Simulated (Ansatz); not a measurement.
`N#[O+]` from Hartree–Fock to CCSD(T)

Z-matrix (Å, degrees):
```
N
O 1 1.054
```

Charge 1, multiplicity 1. Geometry: relaxed with PBE0-D4/def2-TZVP. Frozen core, restricted reference, the Gaussian-basis code of Ansatz. CBS rows extrapolate triple and quadruple zeta.

| basis | HF (Eh) | MP2 corr. | CCSD corr. | (T) | CCSD(T) total |
| --- | --- | --- | --- | --- | --- |
| def2-SVP | -128.80272 | -0.33432 | -0.33268 | -0.01281 | -129.14821 |
| def2-TZVPP | -128.97347 | -0.39981 | -0.39465 | -0.01892 | -129.38704 |
| def2-QZVPP | -128.97928 | -0.42736 | -0.41809 | ? | ? |
| CBS(def2) | -128.98008 | -0.44777 | -0.43546 | ? | ? |
| cc-pV(D+d)Z | -128.92877 | -0.33357 | -0.33213 | -0.01259 | -129.27349 |
| cc-pV(T+d)Z | -128.96729 | -0.40239 | -0.39655 | ? | ? |
| cc-pV(Q+d)Z | -128.97748 | -0.42896 | ? | -0.02077 | ? |
| CBS(cc) | -128.98055 | -0.44787 | -0.43591 | -0.02186 | -129.43832 |

(1) Fill in the withheld values. (An estimate is asked.)

Answers

(1) The calculation gave: def2-QZVPP (T): -0.02073; def2-QZVPP CCSD(T) total: -129.41810; CBS(def2) (T): -0.02208; CBS(def2) CCSD(T) total: -129.43762; cc-pV(T+d)Z (T): -0.01924; cc-pV(T+d)Z CCSD(T) total: -129.38308; cc-pV(Q+d)Z CCSD corr.: -0.41954; cc-pV(Q+d)Z CCSD(T) total: -129.41779.
